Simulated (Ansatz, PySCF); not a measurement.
Gas-phase enthalpy of formation at 298 K, by the atomisation route, of [Li][F] (SMILES; LiF). Structures are relaxed separately at B3LYP-D3(BJ)/def2-TZVP in Ansatz (a first-principles code). Cores are frozen in the correlated levels unless marked. Open shells are spin-unrestricted. No spin-orbit coupling. No relativistic terms. CBS marks a two-point X^-3 extrapolation of the correlation energy; Hartree-Fock from the larger set. Thermal terms are rigid-rotor harmonic-oscillator values from B3LYP-D3(BJ) frequencies (PySCF) at 298.15 K and 1 atm. 1 Eh = 627.5095 kcal/mol.

```tsv
species	count	E, CCSD(T)/CBS(def2-TZVPPD,def2-QZVPPD) (Ansatz) (Eh)	E, PBE/def2-TZVPD (Ansatz) (Eh)	measured ΔHf at 0 K (kcal/mol)	H(298) - H(0) of the element (kcal/mol)
[Li][F]	1	-107.31836	-107.35182	-	-
F atom	1	-99.66662	-99.67049	18.47	1.05
Li atom	1	-7.43274	-7.46192	37.69	1.10
```

Molecule: zero-point energy 1.32, H(298) - H(0) 2.10 kcal/mol. The route leaves out scalar relativity and anharmonic zero-point terms, the atoms' spin-orbit terms, and in the frozen-core level the core correlation. Atomic data: G2/97 table in ASE.

Question: Work out De, D0 and ΔHf at 0 and 298 K at both levels, and their errors against the measured value.

Answer: 
The atoms' values sum to 56.16 (0 K) and 2.15 (thermal), in kcal/mol.
- CCSD(T)/CBS(def2-TZVPPD,def2-QZVPPD): De = 137.42; D0 = 137.42 - 1.32 = 136.10; ΔHf(0 K) = 56.16 - 136.10 = -79.94; ΔHf(298 K) = -79.94 + 2.10 - 2.15 = -79.99; error +0.1.
- PBE/def2-TZVPD: De = 137.68; D0 = 137.68 - 1.32 = 136.36; ΔHf(0 K) = 56.16 - 136.36 = -80.20; ΔHf(298 K) = -80.20 + 2.10 - 2.15 = -80.25; error -0.2.
Measured: -80.1 kcal/mol (G2/97 table in ASE (Curtiss et al.)). This is an older compilation, not checked against later work.
